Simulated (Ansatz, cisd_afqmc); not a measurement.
Species: CH₃Cl, charge 0, singlet. CH3Cl (chloromethane, SMILES CCl).
B3LYP-D3(BJ)/def2-TZVP minimum from Ansatz (a first-principles code):
```xyz
5

C      0.0082     0.0133    -1.1337
Cl    -0.0048    -0.0077     0.6605
H      0.0175     1.0478    -1.4634
H      0.8997    -0.5040    -1.4752
H     -0.8852    -0.4920    -1.4879
```

Total energies in cc-pV(T+d)Z, 14 correlated electrons, 6 frozen orbitals. Open shells are spin-unrestricted; no spin-orbit coupling. Cores are frozen in correlated methods. No relativity. AFQMC/CISD: phaseless, guided by CISD from CCSD amplitudes; bars are statistical, one sigma. Outlying blocks are dropped, and bars are widened where a walk drifts. Over all cases where full CI ran beside it in this data, AFQMC minus full CI had a median of +0.1 mEh and passed +0.4 mEh in a tenth of the cases.

```json
[
 {"method": "HF", "program": "Ansatz", "energy (Eh)": "-499.14866", "minus CCSDT(Q) (mEh)": "421.15"},
 {"method": "MP2", "program": "Ansatz", "energy (Eh)": "-499.52174", "minus CCSDT(Q) (mEh)": "48.07"},
 {"method": "CCSD", "program": "Ansatz", "energy (Eh)": "-499.55296", "minus CCSDT(Q) (mEh)": "16.85"},
 {"method": "CCSD(T)", "program": "Ansatz", "energy (Eh)": "-499.56846", "minus CCSDT(Q) (mEh)": "1.35"},
 {"method": "CCSDT(Q)", "program": "Ansatz", "energy (Eh)": "-499.56981", "minus CCSDT(Q) (mEh)": "0.00"},
 {"method": "AFQMC/CISD", "program": "cisd_afqmc", "energy (Eh)": "-499.5700 ± 0.0004", "minus CCSDT(Q) (mEh)": "-0.2 ± 0.4"}
]
```

Rough core times of Ansatz's runs on a shared machine: CCSD(T) under 20 s, CCSDT(Q) 10 min.
